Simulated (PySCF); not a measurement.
Gas-phase reaction: 3 SiH2Cl + 3 SiH3 ⇌ c-Si3H6 + 3 SiH3Cl

Method: PySCF energies (xtb for GFN2) plus ideal-gas RRHO corrections (1 bar). † marks an energy on the PBE0/def2-TZVP geometry and frequencies; other levels use their own. CCSD(T) freezes the core. 6-31G* has spherical d functions here. Open shells (unrestricted): SiH2Cl (multiplicity 2), SiH3 (multiplicity 2); the rest are closed-shell singlets. GFN2 has no spin-polarisation term. B3LYP is the form with VWN-RPA correlation. SiH2Cl, c-Si3H6: computed as isolated molecules; such fragments, hydroxides, amides, oligomers or adducts are transient or little studied in the gas. CCSD(T) isn't extrapolated to the basis-set limit.

```csv
level,"ΔH°(298 K), kJ"
B3LYP/6-31G*,-751
B3LYP/def2-TZVP†,?
CCSD(T)/def2-SVP†,-763
GFN2-xTB,?
HF/def2-TZVP†,-550
PBE/def2-SVP,-775
PBE0/def2-QZVP†,-780
PBE0/def2-SVP†,-781
r2SCAN/def2-TZVP†,?
ωB97M-V/def2-TZVP†,?
ωB97X-V/def2-TZVP†,-846
```

### Question
Fill in the missing entries.

### Answer

- B3LYP/def2-TZVP†, ΔH°(298 K), kJ: -753
- GFN2-xTB, ΔH°(298 K), kJ: -753
- r2SCAN/def2-TZVP†, ΔH°(298 K), kJ: -756
- ωB97M-V/def2-TZVP†, ΔH°(298 K), kJ: -840
